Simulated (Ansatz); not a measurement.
A made-up structure of BH2O2 (charge -1), singlet:

O1  (0.028, -1.468, -0.236)
B2  (-0.284, -0.122, -0.157)
O3  (0.385, 0.818, 0.323)
H4  (-1.191, 0.579, -0.473)
H5  (1.063, 0.193, 0.542)
(Å)

It is relaxed with PBE-D4/def2-SVPD and then PBE0-D4/def2-TZVPD (Ansatz 0.2.0). Atoms count as bonded within 1.22 times the sum of their covalent radii (H–H: 0.88 Å). The end point is not checked to be a true minimum.

Q: Does its bonding change? (A judgement: the text doesn't fix the answer.)

A: The calculation gives: No: no bond forms or breaks.

Where it ends: The first stage lowers the energy by 1.60 eV in 7 steps. It ends as BH₂O₂ ([O][BH][OH]), total charge -1:
```xyz
5
angstrom
O -0.1143 -1.4031 -0.2926
B -0.3538 -0.1416 -0.1936
O 0.5450 0.8166 0.3999
H -1.3745 0.4510 -0.5828
H 1.2976 0.2771 0.6691
```

Labels in which every atom is bracketed show which atoms are joined, not bond orders.

For scale, one of the runs: PBE0-D4/def2-TZVPD relaxation, 135 basis functions, launched by `ansatz run in.yaml --threads 2 --pin off --events-out ev --progress --plain --max-ram 4352MiB`. Hardware: 2 CPU threads of an AMD EPYC 7B13, shared host. Wall time about 7 s.
